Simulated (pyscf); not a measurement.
Single points on ωB97X-D3(BJ)/def2-SVP structures (PySCF, gas phase).

Question: PBE/def2-TZVP puts the barrier of Cl–GeH₂–SnH₃ (SMILES [Cl][GeH2][SnH3]) + H₂ (SMILES [H][H]) → H₃Ge–SnH₃ (SMILES [GeH3][SnH3]) + HCl (SMILES Cl) (four-centre exchange; singlet surface; Cl–Ge, H–H broken, Ge–H, Cl–H formed) at 182.6 kJ/mol and the reaction energy at +48.6 kJ/mol, from the separated reactants. What do B3LYP-D3(BJ)/def2-TZVP, M06-2X/def2-TZVP, ωB97M-D3(BJ)/def2-TZVP give on the same structures?

Answer: B3LYP-D3(BJ): ΔE‡ = 196.0 kJ/mol, ΔE = +54.8 kJ/mol; M06-2X: ΔE‡ = 199.7 kJ/mol, ΔE = +67.4 kJ/mol; ωB97M-D3(BJ): ΔE‡ = 201.6 kJ/mol, ΔE = +47.9 kJ/mol. PBE's barrier lies under all of them, by 13.4 to 19.0 kJ/mol. Its reaction energy matches one of them and lies within 18.8 kJ/mol of the others. At the saddle there is also a short Ge–H contact that neither side keeps. Cl–GeH₂–SnH₃ lies 21.6 kJ/mol over its isomer Cl–SnH₂–GeH₃ (electronic energy, ωB97M-D3(BJ)/def2-TZVP). This is the saddle that the search found; another between the same sides may lie lower. Elements up to Kr have no core potential and no relativistic terms here. Elements past Kr carry the def2 core potentials, without spin-orbit coupling.
